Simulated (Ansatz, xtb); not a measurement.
C3H4N2S: which of two isomers lies lower

Structure X is `Nc1cnsc1`, a singlet and structure Y is `Nc1ccns1`, a singlet. Both are isolated molecules in the gas phase, relaxed with PBE0-D3(BJ)/def2-SVP; the shapes shown needn't be the lowest conformers.

X (Å):

```xyz
10

C    -1.0948   -0.0921    1.0888
C    -1.2218    0.3559   -0.2676
C     0.2106   -0.4748    1.3149
N    -2.1573   -0.1701    1.9714
N    -0.1423    0.3262   -1.0086
S     1.1217   -0.2580   -0.1222
H    -2.8984    0.4992    1.8038
H    -1.9046   -0.2087    2.9506
H    -2.1588    0.7133   -0.7079
H     0.6462   -0.8663    2.2335
```

Y (Å):

```xyz
10

C    -1.2957   -0.2969    1.3282
C    -0.7208    0.7545    0.6399
C     0.3624    0.2874   -0.1486
N    -2.3238   -0.2770    2.2287
N     0.6415   -0.9927   -0.1137
S    -0.4274   -1.7429    0.9242
H    -2.8210   -1.1416    2.3955
H    -2.9201    0.5400    2.2108
H    -1.0558    1.7899    0.7001
H     0.9762    0.9315   -0.7870
```

Energies in hartree; the thermal terms are from PBE0-D3(BJ)/def2-SVP harmonic frequencies (ideal gas, rigid rotor, one conformer each, 298.15 K, 1 atm) and include the zero-point energy:

```
                              X           Y
E, CCSD(T)/def2-SVP  −622.948974  −622.950880
    E, MP2/def2-SVP  −622.880778  −622.881229
  E, MP2/def2-TZVPP  −623.489991  −623.489517
  zero-point energy     0.072605     0.072594
       H(298 K) − E     0.078860     0.078912
       G(298 K) − E     0.043716     0.043690
```

Task: Correct the CCSD(T) difference for the basis set by the MP2 change, then work out ΔE, ΔE₀, ΔH and ΔG for X → Y in kJ/mol (1 Eh = 2625.50 kJ/mol) and the equilibrium ratio [Y]/[X].

Result: 1. Differences Y − X: CCSD(T) −0.001906, MP2 in the small set −0.000451, MP2 in the large set +0.000474 Eh.
2. ΔE = −0.001906 + (+0.000474 − (−0.000451)) = −0.000981 Eh = −2.58 kJ/mol.
3. ΔE₀ = ΔE + ΔZPE = −0.000981 + (−0.000011) Eh = −2.60 kJ/mol.
4. ΔH = ΔE + (+0.000052) Eh = −2.44 kJ/mol.
5. ΔG = ΔE + (−0.000026) Eh = −2.64 kJ/mol, so ΔS = (ΔH − ΔG)/T = +0.7 J/(mol K).
6. kT = 0.9442 mEh, so K = [Y]/[X] = exp(−ΔG/kT) = exp(+1.07) ≈ 2.9.

The two are too close for this level to say which is favoured. An error of 4 kJ/mol in ΔG would change K by a factor of 5. Mirror images and further conformers aren't counted.

As drawn, both hold the same kinds of bond in the same numbers.

Other levels gave ΔE = −5.8 (GFN2-xTB); −8.6 (HF/STO-3G, GFN2-xTB geometries); −8.9 (r2SCAN-D4/def2-SVP, GFN2-xTB geometries); −8.9 (PBE0-D3(BJ)/def2-SVP); −14.3 (HF/def2-SVP); −1.2 (MP2/def2-SVP); −5.0 (CCSD(T)/def2-SVP) kJ/mol. The correlated steps freeze 10 core orbitals. Programs: Ansatz 0.2.0, xtb 6.7.1.
